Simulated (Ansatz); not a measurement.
A CCSD(T) single point on C$_{2}$H$_{8}$N$_{2}$, SMILES `CNCN`.

```yaml
crystal:
  periodic: [false, false, false]
  atoms:
    - {symbol: C, position_ang: [-0.755952, 1.220807, -0.003309]}
    - {symbol: N, position_ang: [-0.162825, 0.213370, 0.847834]}
    - {symbol: C, position_ang: [0.835196, -0.607752, 0.183253]}
    - {symbol: N, position_ang: [0.298804, -1.596478, -0.715897]}
    - {symbol: H, position_ang: [-1.349755, 0.744142, -0.787606]}
    - {symbol: H, position_ang: [-1.437130, 1.844697, 0.577907]}
    - {symbol: H, position_ang: [-0.018903, 1.877921, -0.495886]}
    - {symbol: H, position_ang: [0.246851, 0.646570, 1.665470]}
    - {symbol: H, position_ang: [1.553037, -0.002012, -0.395311]}
    - {symbol: H, position_ang: [1.401248, -1.120980, 0.966007]}
    - {symbol: H, position_ang: [-0.084810, -1.169211, -1.548325]}
    - {symbol: H, position_ang: [-0.448861, -2.106275, -0.260135]}
basis:
  gaussian: {orbitals: def2-TZVPP}
correlation: {method: ccsd_t}
output: {orbitals: {seedname: orbitals}}
```

```sh
$ ansatz run in.yaml --threads 2 --pin off --events-out ev --progress --plain --max-ram 4352MiB
```

Log, shortened:

```
Functional definition: HF
1383 factors; integrals over basis functions are off by at most 7.1e-4 eV
mean field evaluation 1: about -5148.5956 eV, gradient 3.9e1 eV
mean field evaluation 2: about -5148.7962 eV, gradient 3.9e1 eV
mean field evaluation 4: about -5152.4301 eV, gradient 3.9e0 eV
mean field evaluation 8: about -5152.4818 eV, gradient 2.4e-1 eV
mean field -5152.48204608 eV, -189.3502227156 hartree, gradient 2.0e-6 eV, S^2 0.000000; 0 other end points of the search recorded, 0 dependent functions left out
4 core orbitals not correlated: weight in the atoms' cores, before any rotation towards them, 1.000 or more for the frozen orbitals, at most 0.000 for the correlated occupied ones
reference -5152.48204608 eV, -189.3502227156 hartree; 13, 13 occupied and 219, 219 virtual orbitals, 1383 factors
second order -21.36196013 eV of doubles, -0.00000000 eV of singles
cycle   1  -21.82666964 eV  change   -4.6e-1 eV  update   8.5e-2
cycle   2  -22.31446471 eV  change   -4.9e-1 eV  update   2.3e-2
cycle   3  -22.39727165 eV  change   -8.3e-2 eV  update   1.0e-2
cycle   4  -22.39231426 eV  change    5.0e-3 eV  update   2.4e-3
cycle   5  -22.39274542 eV  change   -4.3e-4 eV  update   1.2e-3
cycle   6  -22.39303475 eV  change   -2.9e-4 eV  update   3.7e-4
cycle   7  -22.39286655 eV  change    1.7e-4 eV  update   1.5e-4
cycle   8  -22.39282132 eV  change    4.5e-5 eV  update   5.2e-5
cycle   9  -22.39282556 eV  change   -4.2e-6 eV  update   1.6e-5
perturbative correction -0.85183437 eV, -0.0313043357 hartree
Total energy: -5175.72670601 eV, -190.2044482122 hartree
```

Run time 8.4 min (2 threads of an Arm Neoverse V1 on a shared host); peak host memory 1.9 GiB.

Correlation energy per correlated electron: -0.894 eV. T1 diagnostic: 0.0094.
